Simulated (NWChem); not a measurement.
**AlHO2 (SMILES [O]=[Al][OH]): PBE50/DGauss-DZVP**

What is the solvation energy at fixed shape (SMD, methanol) of AlHO2 at PBE50/DGauss-DZVP? 

The results are computed with NWChem 7.3.0.

1 further run of the same task is left out (set aside as unsound or not needed).

### 1 The system as given

AlHO2 has 4 atoms, charge 0, and is taken as a singlet. SMILES: `[O]=[Al][OH]`. Geometry: a GFN2-xTB relaxation, a rough one for these elements and not checked as a minimum.

Bond lengths: O1–Al2 1.572 Å, Al2–O3 1.628 Å, O3–H4 0.949 Å. Angles: O1–Al2–O3 180.0°, Al2–O3–H4 179.6°.

### 2 Energy and one-electron properties at PBE50/DGauss-DZVP

mymol.xyz reads:

```xyz
4
AlHO2
O     -1.605830    -1.403740    -0.651200
Al    -0.474020    -0.415070    -0.191330
O      0.698750     0.609040     0.285100
H      1.381100     1.209770     0.557430
```

mymol.nw reads:

```
start mymol
title "AlHO2"
memory 2200 mb

geometry noautosym nocenter noautoz
load mymol.xyz
end

basis spherical
* library "dzvp (dft orbital)"
end

dft
xc xpbe96 0.5 cpbe96 1.0 hfexch 0.5
grid medium
mulliken
end

property
efieldgrad
electrondensity
mulliken
end

task dft property
```

Run with:

```
nwchem mymol.nw > mymol.out
```

Standard output:

```text
[...]
          Wavefunction type:  closed shell.
          No. of atoms     :     4
          No. of electrons :    30
[...]
          Charge           :     0
          Spin multiplicity:     1
[...]
          AO basis - number of functions:    48
[...]
              XC Information
              --------------
                     Hartree-Fock (Exact) Exchange  0.500
          PerdewBurkeErnzerhof Exchange Functional  0.500
            Perdew 1991 LDA Correlation Functional  1.000 local
           PerdewBurkeErnz. Correlation Functional  1.000 non-local
[...]
 d= 0,ls=0.0,diis     1   -393.0314668372 -4.81D+02  4.08D-02  1.51D+00     1.1
[...]
 d= 0,ls=0.0,diis    10   -393.2142317556 -4.38D-08  1.70D-06  6.79D-09     5.7
         Total DFT energy =     -393.214231755644
      One electron energy =     -719.580970676130
           Coulomb energy =      274.760682507790
    Exchange-Corr. energy =      -35.946300873717
 Nuclear repulsion energy =       87.552357286414
[...]
      Total Density - Mulliken Population Analysis
     ---------------------------------------------
    Atom       Charge   Shell Charges
 -----------   ------   -------------------------------------------------------
    1 O    8     8.74   2.00  0.94  0.91  3.37  1.50  0.01
    2 Al  13    11.85   2.00  2.00  0.59  0.04  6.00  0.84  0.04  0.35
    3 O    8     8.88   2.00  0.87  0.91  3.62  1.47  0.01
    4 H    1     0.53   0.48  0.05
[...]
```

Run time: 6.3 s. Hardware: 1 thread of Intel Xeon Platinum 8488C (Sapphire Rapids), shared host; peak memory 0.11 GiB.

Atomic charges (e):

| atom | Mulliken | Löwdin |
| --- | --- | --- |
| O1 | -0.739 | -0.620 |
| Al2 | +1.150 | +0.810 |
| O3 | -0.876 | -0.560 |
| H4 | +0.466 | +0.370 |

### 3 The charge distribution at PBE50/DGauss-DZVP (SMD methanol)

a.nw reads:

```
start a
title "AlHO2"
memory stack 880 mb heap 220 mb global 1100 mb

geometry noautosym nocenter noautoz
   O    -1.605830   -1.403740   -0.651200
   Al   -0.474020   -0.415070   -0.191330
   O     0.698750    0.609040    0.285100
   H     1.381100    1.209770    0.557430
end

basis spherical
   * library "dzvp (dft orbital)"
end

cosmo
   do_cosmo_smd true
   solvent methanol
end

dft
   xc xpbe96 0.5 cpbe96 1.0 hfexch 0.5
   grid medium
   mulliken
   print medium
end

property
   efieldgrad
   electrondensity
   mulliken
end

task dft property
```

Run with:

```
nwchem a.nw > a.out
```

Standard output:

```text
[...]
          Wavefunction type:  closed shell.
          No. of atoms     :     4
          No. of electrons :    30
[...]
          Charge           :     0
          Spin multiplicity:     1
[...]
          AO basis - number of functions:    48
[...]
              XC Information
              --------------
                     Hartree-Fock (Exact) Exchange  0.500
          PerdewBurkeErnzerhof Exchange Functional  0.500
            Perdew 1991 LDA Correlation Functional  1.000 local
           PerdewBurkeErnz. Correlation Functional  1.000 non-local
[...]
 d= 0,ls=0.0,diis     1   -393.0314668371 -4.81D+02  4.08D-02  1.51D+00     1.0
[...]
 d= 0,ls=0.0,diis     8   -393.2690629519 -1.42D-08  1.16D-06  7.59D-10     9.7
         Total DFT energy =     -393.269062951878
      One electron energy =     -719.296316618054
           Coulomb energy =      274.607425365569
    Exchange-Corr. energy =      -35.990758945540
 Nuclear repulsion energy =       87.552357286413
             COSMO energy =       -0.141770040266
[...]
      Total Density - Mulliken Population Analysis
     ---------------------------------------------
    Atom       Charge   Shell Charges
 -----------   ------   -------------------------------------------------------
    1 O    8     9.04   2.00  0.91  0.92  3.44  1.76  0.01
    2 Al  13    11.54   2.00  2.00  0.50  0.01  6.00  0.67  0.03  0.33
    3 O    8     8.91   2.00  0.87  0.92  3.63  1.49  0.01
    4 H    1     0.50   0.47  0.04
[...]
```

It took 11 s on 1 thread of Intel Xeon Platinum 8488C (Sapphire Rapids), shared host; peak memory 0.11 GiB.

Atomic charges (e):

| atom | Mulliken | Löwdin |
| --- | --- | --- |
| O1 | -1.042 | -0.830 |
| Al2 | +1.458 | +1.020 |
| O3 | -0.913 | -0.570 |
| H4 | +0.496 | +0.390 |

### 4 What came out

Level: PBE50/DGauss-DZVP.

```
                                        quantity          value
                         gas phase: total energy  -393.21423 Eh
                        gas phase: dipole moment         6.13 D
                          gas phase: HOMO energy       -9.04 eV
                          gas phase: LUMO energy       -1.26 eV
                        gas phase: HOMO–LUMO gap        7.78 eV
                     SMD, methanol: total energy  -393.26906 Eh
                    SMD, methanol: dipole moment         8.17 D
                      SMD, methanol: HOMO energy       -9.92 eV
                      SMD, methanol: LUMO energy       -0.56 eV
                    SMD, methanol: HOMO–LUMO gap        9.36 eV
       SMD, methanol: solvent term in the energy  -144.0 kJ/mol
energy change from gas to solvent at fixed shape      -1.492 eV
```

In words: The solvent model (SMD, methanol) lowers the energy by 1.49 eV (−144 kJ/mol) at the same shape. Mulliken charges (SMD, methanol) run from -1.04 on O1 to +1.46 on Al2; they depend strongly on the basis.
